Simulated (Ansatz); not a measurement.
Relaxation of AlF₂H (4 atoms, charge 0, multiplicity 1), to a largest force component of 0.02 eV/Å in at most 40 steps.

Level of theory: RKS LDA/def2-SVP in Ansatz.

```xyz
4
Properties=species:S:1:pos:R:3:forces:R:3
Al 0.000 0.000 0.000 0.00 0.00 -1.17
H 0.000 0.000 1.560 0.00 0.00 0.21
F 1.464 0.000 -0.845 -1.05 0.00 0.48
F -1.464 0.000 -0.845 1.05 0.00 0.48
```

Problem. Where does it end, and by what steps?

Solution. It converged. After 4 steps the energy has fallen by 0.053 eV; F3 moved furthest, 0.05 Å.

```tsv
step	energy less start (eV)	largest force component (eV/Å)	accepted
0	0.0000	1.166	yes
1	-0.0366	0.601	yes
2	-0.0523	0.072	yes
3	-0.0525	0.026	yes
4	-0.0525	0.011	yes
```

```xyz
4
Properties=species:S:1:pos:R:3
Al 0.000 0.000 0.004
H 0.000 0.000 1.578
F 1.410 0.000 -0.856
F -1.410 0.000 -0.856
```

Whether the end is a true minimum wasn't checked by a vibrational analysis.

The run took 2.6 s on 1 thread of Intel(R) Xeon(R) 6975P-C (Granite Rapids), with other jobs on the host, peak memory 0.14 GiB.
